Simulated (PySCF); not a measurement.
C₄H₆O.
Bonds: C1–C2 (double), C2–O3, O3–C4, C4–C5 (double). Hydrogens: H6, H7 on C1; H8 on C2; H9 on C4; H10, H11 on C5.

The geometry is computed with GFN2-xTB (gas phase).

(1) List the bond lengths, angles and torsions at this level.

Answers

(1) 
```json
{"bond": "C1=C2, C4=C5", "length (Å)": "1.323", "order": "double"}
{"bond": "C2–O3, O3–C4", "length (Å)": "1.355", "order": "single"}
{"bond": "C1–H6, C5–H10", "length (Å)": "1.073", "order": "single"}
{"bond": "C1–H7, C5–H11", "length (Å)": "1.075", "order": "single"}
{"bond": "C2–H8, C4–H9", "length (Å)": "1.087", "order": "single"}
```

Bonds in one row agree within 0.01 Å and their mean is given. Orders are formal, as drawn. A selection of angles:
```json
{"angle": "C2–C1–H6", "degrees": "120.7"}
{"angle": "C2–C1–H7", "degrees": "121.2"}
{"angle": "H6–C1–H7", "degrees": "118.0"}
{"angle": "C1–C2–O3", "degrees": "122.1"}
{"angle": "C1–C2–H8", "degrees": "122.1"}
{"angle": "O3–C2–H8", "degrees": "115.8"}
{"angle": "C2–O3–C4", "degrees": "118.5"}
```

Dihedral angles: C1–C2–O3–C4 180° (antiperiplanar); C2–O3–C4–C5 180° (antiperiplanar).

The 5 heavy atoms lie in one plane (0.001 Å rms). Of the pairs four or more bonds apart, H8···H9 is among the closest relative to their van der Waals radii: 2.14 Å, 89 % of the sum of Bondi's values. O3 (ether oxygen) is bent (angle 118.5°).

Point group: C2v (every atom within 0.08 Å of its image). Whether it is a minimum is left open (no frequencies). One conformer, not necessarily the lowest.
